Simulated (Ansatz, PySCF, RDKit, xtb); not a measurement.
# C2HFN2S: which of the isomers drawn lies lowest?

Which of a sample of isomers of C2HFN2S is the most stable in the gas at 298.15 K, and what are its properties? The sample is small against all isomers, and the most stable one of this formula need not be in it.

The funnel: GFN2-xTB relaxations, single points with a density functional, relaxations at B3LYP/def2-SVP, harmonic vibrations, and a last energy at a higher level. All values are calculated.

### Step 1. Possible bonding patterns

Isomers were taken from a list of plausible structures; this is a sample, not all of them. That gives 4 candidates.

| label | SMILES | spin |
| --- | --- | --- |
| c129 | Fc1ncns1 | singlet |
| c459 | Fc1nncs1 | singlet |
| c595 | Fc1csnn1 | singlet |
| c669 | Fc1cnns1 | singlet |

Candidates are built by distance geometry, with a force field where one applies, in up to four conformers (letters a to d).

Q: Predict the outcome of this search (final energies at CCSD(T)/def2-SVP + MP2/def2-TZVPP - MP2/def2-SVP).

| quantity | value |
| --- | --- |
| lowest structure found | Fc1ncns1, singlet, Cs |
| next finalist | Fc1nncs1, singlet, 17.4 kcal/mol higher in G |
| share at equilibrium, among the finalists | 100.0 % |
| harmonic wavenumbers, lowest and highest (B3LYP/def2-SVP) | 289 and 3210 cm⁻¹ |
| rotational constants, same geometry | 0.1922, 0.1123, 0.07086 cm⁻¹ |
| dipole moment (PBE0/def2-TZVPD) | 0.52 D |
| HOMO energy (PBE0/def2-TZVPD) | -8.29 eV |
| LUMO energy (PBE0/def2-TZVPD) | -1.55 eV |
| HOMO–LUMO gap (PBE0/def2-TZVPD) | 6.74 eV |
| lowest excitation (TD-PBE0/def2-SVPD) | 5.50 eV (f = 0.001) |
| strongest of the states computed, same level | 6.02 eV (f = 0.086) |
| lowest triplet excitation, same level, Tamm-Dancoff | 4.08 eV |
| vertical ionisation energy | 10.50 eV |
| vertical electron affinity | -0.41 eV (unbound: the value depends on the basis) |
| vertical triplet less singlet | +4.03 eV |

The search ends on `Fc1ncns1`. Among the finalists first place is clear (17.4 kcal/mol); structures outside the list aren't covered. GFN2-xTB, HF/STO-3G, r2SCAN-D4/def2-SVP, B3LYP/def2-SVP, HF/def2-SVP and MP2/def2-SVP already put its bonding pattern lowest among the structures in one piece. The search is not exhaustive (a finite list of starts, one conformer a finalist), so a lower isomer can't be ruled out. Only 4 drawn patterns were tried, so whole families of isomers are missing, and the result ranks this sample alone.
